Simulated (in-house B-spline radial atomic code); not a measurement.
Ar. Computed with a B-spline radial atomic code. Model: non-relativistic spherical atom: semilocal Troullier-Martins pseudo-atom, one channel per l, against all electrons, high spin, G0W0 and RPA with empty states to l = 8, local potential for every l without a channel, a model core (radius 0 = none) keeps its share of the functional.

What the tables leave out is listed at the end.

The pseudopotential gives back the lowest level of each angular momentum of its own functional in the configuration it was made in; a second state of the same l is only approximately right. Exact exchange, RPA and GW see the smooth pseudo-orbitals and miss the exchange with the core, for which the functional's share stands in. The column with an uncorrelated core keeps all orbitals and exact exchange, and so separates missing core correlation from pseudisation. Only the three outermost levels and the lowest empty one were computed. RPA here is direct RPA, with no exchange kernel, and its energies carry an (l + 1/2)⁻⁴ tail. A hybrid on a potential with a model core restores only its own semilocal share of the core's exchange.

Command:
```bash
python run_psgw.py task.json out
```
Settings (lengths in bohr, energies in hartree):
```
Z                      18
electrons              18
configuration          [Ne] 3s2 3p6
generated_in           [Ne] 3s2 3p6
functional             pbe,pbe
core_shells            3
radius_factor          0.9
core_correction        False
```

Run time, properties included: 20 s on 1 thread of Arm Neoverse N1, on a shared host.

Given: made with PBE; model core radius 0 bohr; local radius 1.08 bohr; mean-field start PBE.

Valence shells of the generating configuration: 3s, 3p.

Channel: s 1.066, p 1.159 (radii in bohr).

Computed: largest level miss in the spin-unpolarised generating configuration 0.004 eV; valence RPA correlation energy all-electron orbitals -0.43053 hartree; all-electron RPA polarisability, core included 10.619 bohr³; pseudo-atom RPA polarisability 10.532 bohr³.

| level | occupied | mean-field all-electron (eV) | mean-field pseudo minus all (eV) | G0W0 all-electron (eV) | G0W0 uncorrelated core minus all (eV) | G0W0 pseudo minus all (eV) | exchange self-energy all-electron (eV) | exchange self-energy pseudo (eV) |
| --- | --- | --- | --- | --- | --- | --- | --- | --- |
| 3p | 1 | -10.286 | 0 | -15.416 | 0.107 | -0.074 | -23.812 | -21.44 |

Task: What is the valence RPA correlation energy pseudo?

Result: -0.43433 hartree.

Given: mean-field start PBE0.

Computed: valence RPA correlation energy pseudo -0.40406 hartree; all-electron RPA polarisability, core included 9.2297 bohr³; pseudo-atom RPA polarisability 9.1517 bohr³.

```json
{"level": "3p", "occupied": "1", "mean-field all-electron (eV)": "-11.979", "mean-field pseudo minus all (eV)": "0.002", "G0W0 all-electron (eV)": "-15.759", "G0W0 uncorrelated core minus all (eV)": "0.11", "G0W0 pseudo minus all (eV)": "-0.058", "exchange self-energy all-electron (eV)": "-23.813", "exchange self-energy pseudo (eV)": "-21.5"}
```

Task: What is the valence RPA correlation energy all-electron orbitals?

Result: -0.39888 hartree.

Given: mean-field start Hartree-Fock.

Computed: valence RPA correlation energy all-electron orbitals -0.32979 hartree; valence RPA correlation energy pseudo -0.33662 hartree; pseudo-atom RPA polarisability 6.9388 bohr³.

| level | occupied | mean-field all-electron (eV) | mean-field pseudo minus all (eV) | G0W0 all-electron (eV) | G0W0 uncorrelated core minus all (eV) | G0W0 pseudo minus all (eV) | exchange self-energy all-electron (eV) | exchange self-energy pseudo (eV) |
| --- | --- | --- | --- | --- | --- | --- | --- | --- |
| 3p | 1 | -16.082 | -0.041 | -16.309 | 0.109 | 0.05 | -23.633 | -21.526 |
| 3s | 1 | -34.759 | 0.092 | -31.515 | 0.094 | 0.082 | -31.262 | -28.075 |

Task: What is the all-electron RPA polarisability, core included?

Result: 7.0495 bohr³.

Among the listed levels the largest G0W0 shift of the pseudo-atom is +0.08 eV, for 3s on the Hartree-Fock start, while leaving the core uncorrelated moves that level by +0.09 eV. The rest, -0.01 eV, comes from pseudisation and the lost core exchange. Not in the tables (levels of low weight, unsolved or above zero; the highest and the empty levels are kept at any weight): on PBE the G0W0 levels 3s (pseudo minus all -0.35 eV, weights 0.20 and -0.14); on PBE0 the G0W0 levels 3s (pseudo minus all -0.04 eV, weights 0.16 and 0.15).
